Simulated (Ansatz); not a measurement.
# PF3 (SMILES FP(F)F): levels of theory compared

We compute a comparison of 6 runs (HF/STO-3G, UHF/STO-3G, SVWN5/STO-3G, UB3LYP/STO-3G, CCSDT/STO-3G, CCSD/STO-3G) of PF3. 

The results are computed with Ansatz 0.2.0.

42 further runs of the same task are left out: 7 that didn't finish, 35 set aside as unsound or not needed.

## Step 1: The molecule

PF3: 4 atoms, total charge 0, spin state singlet. As SMILES, `FP(F)F`. The F2–P1 distance was set to 3.194 Å, away from the relaxed value. At this shape a bond of the SMILES string is far longer than usual.

Bond lengths: P1–F3 1.598 Å, P1–F4 1.598 Å. Angles: F3–P1–F4 94.0°.

## Step 2: The energy at HF/STO-3G (run 1)

job.yaml reads:

```yaml
crystal:
  periodic: [false, false, false]
  atoms:
    - {symbol: P, position_ang: [-1.358867, 0.039740, 1.487728]}
    - {symbol: F, position_ang: [1.349610, -0.029560, -0.203150]}
    - {symbol: F, position_ang: [-2.002727, 1.214900, 0.617248]}
    - {symbol: F, position_ang: [-2.050737, -1.121130, 0.634488]}
basis:
  gaussian:
    orbitals: STO-3G
hamiltonian:
  xc: hf
accuracy: high
```

Run with:

```
$ ansatz run job.yaml --threads 1 --pin off --max-ram 2610MiB --events-out events.jsonl --progress --plain --runs-dir runs
```

Standard output:

```text
Warning: RAYON_NUM_THREADS=1 ignored (pool sized by the plan → 1); use --threads N
Functional definition: HF
  name "HF"
  exchange = exact_x
  correlation = 0
417 factors; integrals over basis functions are off by at most 3.4e-8 eV
mean field evaluation 1: about -17154.2114 eV, gradient 2.7e1 eV
mean field evaluation 2: about -17154.2728 eV, gradient 2.7e1 eV
mean field evaluation 4: about -17157.2227 eV, gradient 7.2e0 eV
mean field evaluation 8: about -17159.5829 eV, gradient 1.1e1 eV
mean field evaluation 16: about -17162.5051 eV, gradient 1.8e-1 eV
mean field evaluation 32: about -17161.7729 eV, gradient 9.7e0 eV
mean field evaluation 64: about -17161.1653 eV, gradient 7.6e0 eV
mean field -17162.50465254 eV, -630.7104128174 hartree, gradient 7.5e-8 eV, S^2 0.000000; 1 other end points of the search recorded, 0 dependent functions left out
reference -17162.50465254 eV, -630.7104128174 hartree; 21, 21 occupied and 3, 3 virtual orbitals, 417 factors
Total energy: -17162.50465254 eV, -630.7104128174 hartree
```

Run time: 0.1 s. Hardware: 1 thread of AMD EPYC 9R45 (Zen 5), shared host.

## Step 3: A single-point energy at UHF/STO-3G (run 2)

in.yaml reads:

```yaml
crystal:
  periodic: [false, false, false]
  atoms:
    - symbol: P
      position_ang: [-1.358867, 0.039740, 1.487728]
    - symbol: F
      position_ang: [1.349610, -0.029560, -0.203150]
    - symbol: F
      position_ang: [-2.002727, 1.214900, 0.617248]
    - symbol: F
      position_ang: [-2.050737, -1.121130, 0.634488]
basis:
  gaussian:
    orbitals: STO-3G
accuracy: high
total_charge: 0
magnetization:
  spin_polarized: true
hamiltonian:
  xc: hf
```

Run with:

```
$ ansatz run in.yaml --threads 1 --pin off --max-ram 2610MiB --events-out events.jsonl --progress --plain --runs-dir runs
```

Standard output, cut to the lines that bear on the results:

```text
Warning: RAYON_NUM_THREADS=1 ignored (pool sized by the plan → 1); use --threads N
[... 2 set-up lines as earlier in the session ...]
[...]
417 factors; integrals over basis functions are off by at most 3.4e-8 eV
[...]
mean field -17169.01722990 eV, -630.9497456209 hartree, gradient 5.0e-9 eV, S^2 1.003149; 4 other end points of the search recorded, 0 dependent functions left out
reference -17169.01722990 eV, -630.9497456209 hartree; 21, 21 occupied and 3, 3 virtual orbitals, 417 factors
Total energy: -17169.01722990 eV, -630.9497456209 hartree
```

It took 0.4 s on 1 thread of AMD EPYC 9R45 (Zen 5), shared host.

Runs 3 to 4 aren't shown in full; the table further down has their settings and results.

## Step 4: A single-point energy at CCSDT/STO-3G (run 5)

molecule.yaml reads:

```yaml
crystal:
  periodic: [false, false, false]
  atoms:
    - {symbol: P, position_ang: [-1.358867, 0.039740, 1.487728]}
    - {symbol: F, position_ang: [1.349610, -0.029560, -0.203150]}
    - {symbol: F, position_ang: [-2.002727, 1.214900, 0.617248]}
    - {symbol: F, position_ang: [-2.050737, -1.121130, 0.634488]}
basis:
  gaussian:
    orbitals: STO-3G
correlation:
  method: ccsdt
  frozen_orbitals: {F: 1, P: 5}
scf:
  omitted_lower_state_checks: [cluster_reference, increment]
accuracy: high
```

Run with:

```
$ ansatz run molecule.yaml --threads 1 --pin off --max-ram 2610MiB --events-out events.jsonl --progress --plain --runs-dir runs
```

Standard output:

```text
Warning: RAYON_NUM_THREADS=1 ignored (pool sized by the plan → 1); use --threads N
[... 13 lines left out ...]
8 core orbitals not correlated: weight in the atoms' cores, before any rotation towards them, 1.000 or more for the frozen orbitals, at most 0.000 for the correlated occupied ones
[... 133 lines left out ...]
WARN: these amplitudes may be one of several solutions (largest doubles amplitude 0.93, level shift 15.99 eV)
Total energy: -17171.14620086 eV, -631.0279838608 hartree
Checks for a lower state left out: cluster_reference, increment
```

It took 0.76 s on 1 thread of AMD EPYC 9R45 (Zen 5), shared host.

## Step 5: A single-point energy at CCSD/STO-3G (run 6)

Edit job.yaml of step 2 so:

```diff
@@ -1 +1,4 @@
+basis:
+  gaussian:
+    orbitals: STO-3G
 crystal:
@@ -7,7 +10,7 @@
     - {symbol: F, position_ang: [-2.050737, -1.121130, 0.634488]}
-basis:
-  gaussian:
-    orbitals: STO-3G
-hamiltonian:
-  xc: hf
+correlation:
+  method: ccsd
+  frozen_orbitals: {F: 1, P: 5}
 accuracy: high
+scf:
+  omitted_lower_state_checks: [cluster_reference, increment]
```

Run with:

```
$ ansatz run job.yaml --threads 1 --pin off --max-ram 2610MiB --events-out events.jsonl --progress --plain --runs-dir runs
```

Standard output:

```text
Warning: RAYON_NUM_THREADS=1 ignored (pool sized by the plan → 1); use --threads N
[... 13 lines left out ...]
8 core orbitals not correlated: weight in the atoms' cores, before any rotation towards them, 1.000 or more for the frozen orbitals, at most 0.000 for the correlated occupied ones
[... 71 lines left out ...]
WARN: these amplitudes may be one of several solutions (largest doubles amplitude 0.90, level shift 15.99 eV)
Total energy: -17170.77949934 eV, -631.0145078284 hartree
Checks for a lower state left out: cluster_reference, increment
```

Run time: 0.22 s. Hardware: 1 thread of AMD EPYC 9R45 (Zen 5), shared host.

## Step 6: All runs side by side

| run | level | frozen core orbitals | energy (Eh) | wall time |
| --- | --- | --- | --- | --- |
| 1 | HF/STO-3G | – | -630.710413 | 0.1 s |
| 2 | UHF/STO-3G | – | -630.949746 | 0.4 s |
| 3 | SVWN5/STO-3G | – | -629.233021 | 0.32 s |
| 4 | UB3LYP/STO-3G | – | -632.487818 | 2 s |
| 5 | CCSDT/STO-3G | 8 | -631.027984 | 0.76 s |
| 6 | CCSD/STO-3G | 8 | -631.014508 | 0.22 s |

## Step 7: Summary of results

| quantity | value |
| --- | --- |
| run 6: total energy | -631.01451 Eh |
| run 6: correlation energy (8 core orbitals frozen) | -304.1 mEh |
| run 6: T1 diagnostic | 0.041 |

In words: Below the UHF energy at the same shape and in the same basis (STO-3G): CCSDT -78.2 mEh; CCSD -64.8 mEh. Some of these start from another determinant than that one, so these aren't their correlation energies. Totals of different functionals can't be ranked against each other. In run 6 the T1 diagnostic is large, so a single reference may not serve. In runs 5, 6 the log says that unrestricted orbitals would lower the reference, so the values rest on an unstable closed-shell determinant (other closed-shell runs at this shape may share the fault). In runs 1, 2, 3, 4, 5, 6 the basis is minimal, so the values are rough. In runs 1, 3, 6 a closed-shell determinant meets a far-stretched bond, which it describes badly. Spin contamination of the reference: run 2 ⟨S²⟩ = 1.00, run 4 ⟨S²⟩ = 0.93. Where it is this large, the reference is a mixture of spin states, and values that rest on it are in doubt. All runs together took 3.8 s, the longest 2 s.
